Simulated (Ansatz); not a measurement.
Born–Oppenheimer molecular dynamics of CH$_{5}$FSi (8 atoms, charge 0, multiplicity 1). It starts from a relaxed structure.

These are results of RKS B3LYP-D4/def2-SVP in Ansatz 0.2.0, not measurements.

```
ensemble        : NVT, Langevin thermostat
time step       : 0.5 fs
steps asked     : 300
set temperature : 300 K
friction        : 1 /fs
seed            : 842732
```

First frame:

```xyz
8
Properties=species:S:1:pos:R:3
Si 0.008 0.005 -0.021
F -0.265 -0.178 1.579
H 1.480 0.126 -0.214
C -0.883 1.532 -0.623
H -1.970 1.444 -0.470
H -0.531 2.431 -0.091
H -0.701 1.680 -1.700
H -0.496 -1.220 -0.704
```

How far do the bonds stretch over the last three quarters of this one trajectory? (Pairs bonded in most of those frames.)


| bond | mean (Å) | spread (Å) | shortest | longest |
| --- | --- | --- | --- | --- |
| Si1–F2 | 1.628 | 0.016 | 1.59 | 1.66 |
| Si1–H3 | 1.494 | 0.045 | 1.42 | 1.60 |
| Si1–C4 | 1.849 | 0.024 | 1.80 | 1.90 |
| Si1–H8 | 1.489 | 0.034 | 1.41 | 1.56 |
| C4–H5 | 1.101 | 0.027 | 1.04 | 1.18 |
| C4–H6 | 1.100 | 0.028 | 1.02 | 1.16 |
| C4–H7 | 1.107 | 0.031 | 1.03 | 1.18 |

Mean temperature of the second half: 316 K. A run of 0.15 ps of so small a system gives no equilibrium averages. The friction is so strong that the motion is overdamped, so the time scale means little.

The run took 10 min on 1 thread of Intel(R) Xeon(R) Platinum 8488C (Sapphire Rapids), on a shared host, peak memory 0.13 GiB.
